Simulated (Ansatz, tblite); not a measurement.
**The cluster SnGe2: a ladder of methods and basis sets**

Aim: run the singlet of the cluster SnGe2 at one geometry on many levels, and compare frontier levels, spin and run time.

Computed with Ansatz 0.2.0, Gaussian basis. Level: as each input shows.

Levels to be run: GFN1-xTB, GFN2-xTB, PBE-D4/def2-TZVP, r2SCAN-D4/def2-TZVP, ωB97X-V/def2-TZVP, B2PLYP/def2-TZVP, r2SCAN0-D4/def2-TZVP, PBE-QIDH/def2-TZVP, BHLYP-D4/def2-TZVP, PBE-D4/def2-SVP, PBE0-D4/def2-SVP, PBE0-D4/def2-TZVPD, PBE-D4/def2-TZVPD, r2SCAN-D4/def2-TZVPD, CCSD(T)/def2-TZVPP, MP2/def2-TZVP, RPA/def2-TZVP.

2 further runs of the same task are left out: 2 set aside as unsound or not needed. Runs told in other sessions of the task aren't counted.

## Step 1: The structure

The geometry is that of the singlet, from an earlier relaxation (r2SCAN-D4/def2-TZVP). At that level it is the lowest of the isomers that a small search found.

3 atoms, charge 0, spin multiplicity 1.

Bond lengths: Ge1–Ge2 2.287 Å, Ge2–Sn3 2.471 Å. Angles: Ge1–Ge2–Sn3 85.3°.

Sn takes a core potential in the def2 sets. No spin-orbit coupling is included.

PBE0-D4/def2-TZVP was run before; its log isn't repeated, and its numbers join the tables.

## Step 2: GFN1-xTB

Tight binding, by tblite at 300 K electronic temperature and without a spin-polarisation term:

```python
tblite.interface.Calculator('GFN1-xTB', numbers, positions, charge=0, uhf=0).singlepoint()
```

Energy -157.3387 eV, HOMO -9.80 eV, LUMO -8.68 eV; 0.003 s.

## Step 3: GFN2-xTB

Tight binding, by tblite at 300 K electronic temperature and without a spin-polarisation term:

```python
tblite.interface.Calculator('GFN2-xTB', numbers, positions, charge=0, uhf=0).singlepoint()
```

Energy -161.8978 eV, HOMO -8.04 eV, LUMO -6.88 eV; 0.005 s.

## Step 4: PBE-D4/def2-TZVP

start.molden holds the orbitals of an earlier run on this state, given as this run's starting guess.

in.yaml

```yaml
crystal:
  periodic: [false, false, false]
  atoms:
    - {symbol: Ge, position_ang: [-0.332310, 1.638722, 0.033926]}
    - {symbol: Ge, position_ang: [1.163587, -0.090558, -0.018067]}
    - {symbol: Sn, position_ang: [-0.831277, -1.548164, -0.015860]}
basis:
  gaussian: {orbitals: def2-TZVP, initial_orbitals: start.molden}
hamiltonian: {xc: pbe, dispersion: d4}
scf: {omitted_lower_state_checks: [starts]}
output: {orbitals: {seedname: orbitals}}
```

Launch:

```console
> ansatz run in.yaml --threads 4 --pin off --events-out ev --progress --plain --max-ram 3916MiB
```

The runs that follow: r2SCAN-D4/def2-TZVP; ωB97X-V/def2-TZVP; B2PLYP/def2-TZVP; r2SCAN0-D4/def2-TZVP; PBE-QIDH/def2-TZVP; BHLYP-D4/def2-TZVP; PBE-D4/def2-SVP; PBE0-D4/def2-SVP; PBE0-D4/def2-TZVPD; PBE-D4/def2-TZVPD; r2SCAN-D4/def2-TZVPD; CCSD(T)/def2-TZVPP; MP2/def2-TZVP; RPA/def2-TZVP.

**Question.** What will the summary of the whole plan be? Wanted: gap in def2-TZVP, named functionals, smallest and largest; correlation energy, CCSD(T)/def2-TZVPP; correlation energy, MP2/def2-TZVP; binding an atom, functionals in def2-TZVP; PBE0 total energy, smallest basis above largest.

As calculated:

```
                                                 quantity                                value
gap in def2-TZVP, named functionals, smallest and largest  1.23 eV (PBE-D4), 6.28 eV (ωB97X-V)
                   correlation energy, CCSD(T)/def2-TZVPP                            -21.70 eV
                        correlation energy, MP2/def2-TZVP                            -21.21 eV
                binding an atom, functionals in def2-TZVP  1.88 (BHLYP-D4) to 2.26 eV (PBE-D4)
          PBE0 total energy, smallest basis above largest      14.37 eV (def2-SVP, def2-TZVPD)
```

In words: Over the named functionals in def2-TZVP the gap runs from 1.23 eV (PBE-D4) to 6.28 eV (ωB97X-V); exact exchange widens it. Notes on CCSD(T)/def2-TZVPP: large T1 diagnostic.
